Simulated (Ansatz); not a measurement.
# Which isomer of H6NSi2− gives these data?

These gas-phase data were calculated for one isomer of H6NSi2− at PBE0-D3(BJ)/def2-SVPD (harmonic, unscaled wavenumbers; equilibrium rotational constants with average atomic masses):

* rotational constants: 32.63, 2.967, 2.897 GHz
* all wavenumbers above 1500 cm⁻¹: 2101, 2080, 2036, 2022, 2012, 2002

Candidates:

(1) `[NH-][SiH2][SiH3]`, a singlet
(2) `[SiH3][N-][SiH3]`, a singlet
(3) `[SiH2-]N[SiH3]`, a singlet

Task: Which candidate do the data belong to?

Result: Candidate (2). No mode falls between 3250 and 3800 cm⁻¹, where the N–H stretch of (1), (3) would stand.

The same quantities for all candidates:

```tsv
	rotational constants (GHz)	wavenumbers above 1500 cm⁻¹	E above the lowest, PBE0-D3(BJ)/def2-SVPD (kcal/mol)
(1)	16.85, 3.143, 2.834	3567, 2132, 2121, 2100, 2085, 1950	23.0
(2)	32.63, 2.967, 2.897	2101, 2080, 2036, 2022, 2012, 2002	0.0
(3)	24.05, 3.118, 2.934	3603, 2160, 2129, 2105, 1907, 1891	13.4
```

Harmonic stretches to hydrogen usually lie a few per cent above observed fundamentals. Each candidate is one conformer. Programs: Ansatz 0.2.0.
